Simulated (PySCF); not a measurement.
Energies from PySCF (xtb for GFN2), thermal terms from the rigid-rotor harmonic-oscillator model, ideal gas at 1 bar. Table values come from the NASA 1993 polynomials. All species are closed-shell singlets. The harmonic model lacks anharmonicity and excited electronic states, which grow with temperature; levels with a mode under 35 cm⁻¹ are left out. The table's entry may be an old estimate for S₂O (not checked at source).

Harmonic frequencies at GFN2-xTB (cm⁻¹): 348, 676, 1157. Point group Cs; S°(298 K) = 268.0 J/mol/K at this level.

Work out Cp and S° of gaseous S₂O at 500, 800, 1200, 1600, 2000 K from these, and set them beside the table.


| T (K) | Cp GFN2-xTB | Cp table | S° GFN2-xTB | S° table |
|---|---|---|---|---|
| 500 | 50.6 | 50.4 | 292.6 | 291.5 |
| 800 | 54.5 | 54.4 | 317.4 | 316.2 |
| 1200 | 56.4 | 56.3 | 339.9 | 338.7 |
| 1600 | 57.2 | 57.1 | 356.3 | 355.0 |
| 2000 | 57.5 | 57.6 | 369.1 | 367.8 |
Units J/mol/K.
